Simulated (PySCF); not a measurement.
# Where the electron goes

Species: CH₃N.
SMILES with atom numbers: `[CH2:1]=[NH:2]` (hydrogens: H3, H4 on C1; H5 on N2)

Method used: TDDFT CAM-B3LYP/aug-cc-pVTZ, vertical, gas phase, core orbitals frozen in the response in PySCF. Isolated species at its PBE0-D3(BJ)/def2-TZVP geometry, gas phase.

Frontier orbitals with the atoms that hold most of them (Löwdin shares over 4%, at most four atoms; ? is withheld):

```tsv
orbital	ε (eV)	atoms
LUMO+2	0.70	H4 34%, H5 30%, C1 26%, N2 7%
LUMO+1	0.47	C1 47%, N2 31%, H3 9%, H4 8%
LUMO	?	?
HOMO	-9.31	N2 60%, C1 22%, H5 8%, H3 6%
HOMO-1	-11.07	?
HOMO-2	-13.73	C1 37%, N2 32%, H4 16%, H5 9%
HOMO-3	-15.79	C1 38%, N2 32%, H3 17%, H5 8%
```

Question: Give the leading atoms of the LUMO.

Answer: H3 (bonded to C) 44%; H5 (bonded to N) 30%; H4 (bonded to C) 18%; C1 (bonded to N and 2 H) 6%. By element: hydrogen 91%, carbon 6%.

Question: Which atoms hold the HOMO-1, and with what shares?

Answer: N2 (bonded to C and H) 48%; C1 (bonded to N and 2 H) 36%; H5 (bonded to N) 7%; H4 (bonded to C) 4%. By element: nitrogen 48%, carbon 36%, hydrogen 11% or more.

Question: What is the LUMO energy, and the HOMO–LUMO gap?

Answer: ε(LUMO) = 0.24 eV; the gap is 9.55 eV (0.3511 hartree).

Question: The HOMO–LUMO gap is 9.55 eV. Where does the response calculation put the lowest singlet, and from which orbitals?

Answer: S1 is at 5.13 eV (f = 0.0021), 4.42 eV below the gap, made of HOMO→LUMO+1 (93%). Its leading pair isn't HOMO and LUMO; the energies of that pair differ by 9.77 eV. 

Question: Give energy, strength and leading configuration of S1, S2, S6 and S7, and follow the Löwdin shares of the leading atoms from the occupied to the empty orbital.

Answer: 
- S1 (5.13 eV, f 0.0021), HOMO→LUMO+1 (93%): N2 60% → 31%, C1 22% → 47%
- S2 (6.72 eV, f 0.0046), HOMO→LUMO (79%): N2 60% → at most 3%, C1 22% → 6%, H3 6% → 44%, H5 8% → 30%
- S6 (8.41 eV, f 0.039), HOMO-1→LUMO (78%): N2 48% → at most 3%, C1 36% → 6%, H3 at most 5% → 44%, H5 7% → 30%
- S7 (8.58 eV, f 0.218), HOMO-1→LUMO+1 (88%): N2 48% → 31%, C1 36% → 47%
